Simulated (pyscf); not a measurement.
PySCF, gas phase, ωB97X-D3(BJ)/def2-SVP geometries.

Question: H₃Si–SH + hydrogen fluoride (HF) -> F–SiH₂–SH + hydrogen (H₂)
Surface: singlet. Broken: H–Si, F–H. Formed: F–Si, H–H. Give ΔE‡ and ΔE from PBE0-D3(BJ)/def2-TZVP, relative to the separated reactants.

Answer: ΔE‡ = 107.6 kJ/mol, ΔE = -114.6 kJ/mol. ωB97M-D3(BJ)/def2-TZVP gives 114.7 kJ/mol and -122.7 kJ/mol. Zero-point energy shifts the barrier by +2.4 kJ/mol. It is a four-centre exchange, with an imaginary mode of 1175i cm⁻¹. One saddle was located; it need not be the lowest between these sides.
